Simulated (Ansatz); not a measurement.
C₄H₈O₂ (`CC1OCCO1`). Charge 0, multiplicity 1. All single points use the PBE0-D4/def2-TZVP geometry.

```xyz
14

C    -1.582   -1.106    0.701
C    -0.260   -0.414    0.564
O     0.424   -0.863   -0.574
C     1.355    0.160   -0.845
C     0.593    1.433   -0.472
O    -0.437    0.976    0.386
H    -1.431   -2.178    0.836
H    -2.179   -0.935   -0.196
H    -2.116   -0.713    1.567
H     0.374   -0.580    1.455
H     2.253    0.037   -0.224
H     1.639    0.107   -1.896
H     0.138    1.914   -1.342
H     1.229    2.160    0.043
```

(1) What is the dipole moment at PBE/def2-TZVPP? (Estimate.)

(2) And with r2SCAN, B3LYP, ωB97M-V? (Estimate.)

(3) Give the Mulliken charges with PBE, ωB97M-V, r2SCAN in def2-TZVPP. (Estimate.)

## Answers

(1) Ansatz gave: 1.04 D, with components (0.99, 0.30, -0.12) D in this frame, pointing from negative to positive charge.

(2) The calculation gave: r2SCAN 1.07 D, B3LYP 1.16 D, ωB97M-V 1.16 D.

(3) Ansatz gave: 
| atom | PBE | ωB97M-V | r2SCAN |
| --- | --- | --- | --- |
| C1 | -0.22 | -0.27 | -0.12 |
| C2 | 0.19 | 0.19 | 0.30 |
| O3 | -0.25 | -0.29 | -0.32 |
| C4 | -0.03 | -0.08 | 0.08 |
| C5 | 0.02 | 0.00 | 0.12 |
| O6 | -0.26 | -0.31 | -0.33 |
| H7 | 0.08 | 0.10 | 0.05 |
| H8 | 0.08 | 0.10 | 0.04 |
| H9 | 0.09 | 0.10 | 0.05 |
| H10 | 0.04 | 0.08 | 0.00 |
| H11 | 0.06 | 0.10 | 0.03 |
| H12 | 0.08 | 0.11 | 0.04 |
| H13 | 0.07 | 0.09 | 0.03 |
| H14 | 0.06 | 0.08 | 0.02 |

B3LYP here is the variant with VWN-RPA as its local correlation; programs differ in this.
